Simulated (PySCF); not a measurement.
# [AlH4]− (SMILES [AlH4-]) at CCSDT/STO-3G

Aim: the vertical singlet–triplet gap of [AlH4]− at CCSDT/STO-3G, from 2 runs. 

The calculation is run with PySCF 2.14.0.

11 further runs of the same task are left out: 11 set aside as unsound or not needed.

**1. Starting point**

[AlH4]− has 5 atoms, charge -1, and is taken as a singlet. As SMILES, `[AlH4-]`. Geometry: a GFN2-xTB relaxation, a rough one for these elements and not checked as a minimum.

Bond lengths: Al1–H2 1.628 Å, Al1–H3 1.628 Å, Al1–H4 1.628 Å, Al1–H5 1.627 Å. Angles: H2–Al1–H3 109.4°, H2–Al1–H4 109.5°, H2–Al1–H5 109.4°, H3–Al1–H4 109.5°, H3–Al1–H5 109.4°, H4–Al1–H5 109.6°.

**2. A single-point energy at CCSDT/STO-3G**

calc.py

```python
from pyscf import gto, scf, cc

system = gto.M(
    atom=[
    ('Al', (-0.000020, 0.000060, -0.001080)),
    ('H', (1.443510, -0.504270, 0.556410)),
    ('H', (-1.182970, -0.604500, 0.939130)),
    ('H', (-0.203840, -0.517130, -1.530710)),
    ('H', (-0.056670, 1.625850, 0.036250)),
],
    basis='sto-3g',
    charge=-1,
    verbose=4,
    max_memory=1860,
)

calc0 = scf.RHF(system)
calc0.conv_tol = 1e-10
calc0.kernel()
if not calc0.converged:
    calc0 = calc0.newton().run(calc0.mo_coeff, calc0.mo_occ)

mycc = cc.CCSDT(calc0, frozen=5)
mycc.kernel()
energy = mycc.e_tot
print(f'total energy: {energy:.8f} hartree')
```

Launch:

```bash
OMP_NUM_THREADS=1 python calc.py
```

Output:

```text
PySCF version 2.14.0

[... 51 lines left out ...]
converged SCF energy = -241.147237562435
[... 16 lines left out ...]
WARN: A large `blksize` is being used, which may cause large memory consumption
[... 3 lines left out ...]
WARN: A large `blksize_oovv` is being used, which may cause large memory consumption
[... 3 lines left out ...]
WARN: A large `blksize_oooo` is being used, which may cause large memory consumption
[... 13 lines left out ...]
Init t2, MP2 energy = -241.188161479096  E_corr(MP2) -0.040923916661
[... 10 lines left out ...]
RCCSDT converged
[... 3 lines left out ...]
total energy: -241.20750600 hartree
```

Run time: 0.7 s. Hardware: 1 thread of Arm Neoverse V1, shared host; peak memory 0.1 GiB.

**3. The triplet**

job.py

```python
from pyscf import gto, cc

mol = gto.Mole()
mol.atom = '''
Al    -0.000020     0.000060    -0.001080
H      1.443510    -0.504270     0.556410
H     -1.182970    -0.604500     0.939130
H     -0.203840    -0.517130    -1.530710
H     -0.056670     1.625850     0.036250
'''
mol.spin = 2
mol.basis = 'sto-3g'
mol.max_memory = 1860
mol.verbose = 3
mol.charge = -1
mol.build()

mf = mol.UHF()
mf.conv_tol = 1e-10
mf.kernel()
if not mf.converged:
    mf = mf.newton().run(mf.mo_coeff, mf.mo_occ)

mycc = cc.CCSDT(mf, frozen=5)
mycc.kernel()
etot = mycc.e_tot
print('Final energy', etot)
```

Launch:

```bash
OMP_NUM_THREADS=1 python job.py
```

Output:

```text
WARN: HOMO 0.34937777465929 >= LUMO -0.29368933036163

WARN: HOMO 0.464137375718581 >= LUMO 0.29143602915719

WARN: HOMO 0.439565201612613 >= LUMO 0.339821064011885

WARN: HOMO 0.434078838185742 >= LUMO 0.354508084680272

WARN: HOMO 0.432044124586842 >= LUMO 0.358387920871251

WARN: HOMO 0.432818835413317 >= LUMO 0.357064893628809

WARN: HOMO 0.43173158468435 >= LUMO 0.362384908138915

WARN: HOMO 0.434878776486406 >= LUMO 0.356088201609865

WARN: HOMO 0.432386457983501 >= LUMO 0.359731781689538

WARN: HOMO 0.433368992253968 >= LUMO 0.359167658986767

WARN: HOMO 0.43282162116718 >= LUMO 0.35970825223599

WARN: HOMO 0.432862448368139 >= LUMO 0.359704824901401

WARN: HOMO 0.432888192942548 >= LUMO 0.359657556625102

WARN: HOMO 0.432878178325507 >= LUMO 0.359675462182089

WARN: HOMO 0.43287903922289 >= LUMO 0.359674813958122

WARN: HOMO 0.432878941344313 >= LUMO 0.359674674350192

converged SCF energy = -240.677522729612  <S^2> = 2.0028448  2S+1 = 3.001896
_make_eris_incore_UCCSDT

WARN: A large `blksize_v_aaa` is being used, which may cause large memory consumption
      for storing contraction intermediates. If memory is sufficient, consider using
      `pyscf.cc.uccsdt_highm.UCCSDT` instead.

WARN: A large `blksize_v_aab` is being used, which may cause large memory consumption
      for storing contraction intermediates. If memory is sufficient, consider using
      `pyscf.cc.uccsdt_highm.UCCSDT` instead.

UCCSDT converged
E(UCCSDT) = -240.763876537628   E_corr = -0.0863538080157714
E_corr(same-spin) = -0.000450889631018539
E_corr(oppo-spin) = -0.0859029183847529
Final energy -240.76387653762802
```

Wall time 1.4 s (1 thread of Arm Neoverse V1, shared host); peak memory 0.12 GiB.

**4. Summary of results**

Level: CCSDT/STO-3G, 5 core orbitals frozen.

| quantity | value |
| --- | --- |
| singlet: total energy | -241.20751 Eh |
| singlet: HOMO energy (Hartree–Fock orbitals) | -1.39 eV |
| singlet: LUMO energy (Hartree–Fock orbitals) | 22.04 eV |
| singlet: HOMO–LUMO gap (to an unbound level, set by the basis) | 23.42 eV |
| singlet: correlation energy (5 core orbitals frozen) | -60.3 mEh |
| singlet: T1 diagnostic | 0.008 |
| triplet: total energy | -240.76388 Eh |
| triplet: HOMO energy (Hartree–Fock orbitals) (highest over α and β) | 11.78 eV |
| triplet: correlation energy (5 core orbitals frozen) | -86.4 mEh |
| triplet: ⟨S²⟩ of the reference determinant | 2.003 |
| triplet: T1 diagnostic | 0.028 |
| vertical energy of the triplet above the singlet | 12.072 eV |

**Reading.** At this shape the triplet lies 12.07 eV (278 kcal/mol) above the singlet. For an anion a state so high probably lies above electron detachment. In a minimal basis such a difference can be off by several eV, whatever the method. Mulliken charges (triplet) of the mean-field density run from -0.48 on H4 to +0.38 on Al1. The HOMO (triplet) lies at positive energy, 11.78 eV: the electron is unbound at this level or held by a compact basis; values depend on the basis.
